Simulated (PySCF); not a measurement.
An unknown is described by computed data only.

Formula: CH8AlN.

- Polarisability: 57.3 au [wB97X-D/def2-SVPD]
- 1H NMR: chemical shifts (computed TMS as zero) by class: 3.94 (3 H), 2.65 (3 H), 1.61 (2 H) ppm [GIAO B3LYP/pcSseg-1 (pcSseg-2 on Al)]
- Rotational structure: rotational constants A, B, C: 21.691, 4.523, 4.157 GHz [PBE0-D3(BJ)/def2-SVP]
- UV, first state: lowest singlet excitation: 6.52 eV (190 nm, f = 0.020) [TDDFT wB97X-D/def2-SVPD]
- Triplet: lowest triplet excitation (Tamm–Dancoff): 6.29 eV [TDA wB97X-D/def2-SVPD]
- 13C NMR: chemical shifts (computed TMS as zero) by class: 30.9 (1 C) ppm [GIAO B3LYP/pcSseg-1 (pcSseg-2 on Al)]
- XPS: C1s 292.7, N1s 407.3, Al1s 1565.4 eV [ΔSCF SCAN, pcX-2 on the ionised atom, pcseg-1 elsewhere, spin-free X2C]

Electronic properties: PySCF, gas phase, density fitting. Levels stand in brackets. Isolated species at its PBE0-D3(BJ)/def2-SVP geometry, gas phase. NMR classes are plain means over equivalent atoms (diastereotopic ones count apart unless rotation or inversion swaps them), as if these changed places fast.

Question: Give a SMILES that accounts for the data.

Answer: The one carbon: carbon bonded to N and 3 H (30.9 ppm). Hydrogen classes from least to most shielded: 3 H on an aluminium bonded to N and 3 H (3.94 ppm), 3 H on a carbon bonded to N and 3 H (2.65 ppm), 2 H on a nitrogen bonded to Al, C and 2 H (1.61 ppm). The core levels belong to: C1s 292.7 eV, carbon bonded to N and 3 H; N1s 407.3 eV, nitrogen bonded to Al, C and 2 H; Al1s 1565.4 eV, aluminium bonded to N and 3 H. The optimised geometry has point group Cs and is an asymmetric top. Structure: Al(NH2Me)H3 (`[H][Al]([H])([H])<-[NH2]C`). Computed isomers that give other values at the same levels: `[CH3][AlH2-][NH3+]` (rotational constant A: 12.977 GHz; this holds for the one conformer computed). The assignments are read from this structure; whether some other isomer fits the data as well wasn't checked.
